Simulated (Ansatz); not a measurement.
Molecule: BCl$_{3}$, net charge -1, doublet state. SMILES of the parent species: ClB(Cl)Cl
Geometry from a B3LYP-D3(BJ)/def2-TZVP (Ansatz, a first-principles code) optimisation:
```
B
Cl 1 1.8649
Cl 1 1.8649 2 112.11
Cl 1 1.8649 2 112.11 3 127.13
```
Charge -1, spin multiplicity 2.

Parts of the frozen-core correlation energy in cc-pV(D+d)Z (Ansatz, hartree). Frozen orbitals: 16; correlated occupied orbitals by spin: 13 and 12; virtual: 54 and 55. UHF or UKS for open shells. No spin-orbit coupling. No relativistic terms.

| term | value |
|---|---|
| reference (HF) | -1403.32862 |
| MP2 opposite-spin | -0.35248 |
| MP2 same-spin | ___ |
| CCSD correlation | ___ |
| (T) | ___ |
| T1 diagnostic | 0.010 |
| largest doubles amplitude | 0.026 |
| <S^2> of the reference | 0.754 |

Question: Complete the blanks.

Answer: 
- MP2 same-spin, value: -0.13756
- CCSD correlation, value: -0.53040
- (T), value: -0.01335
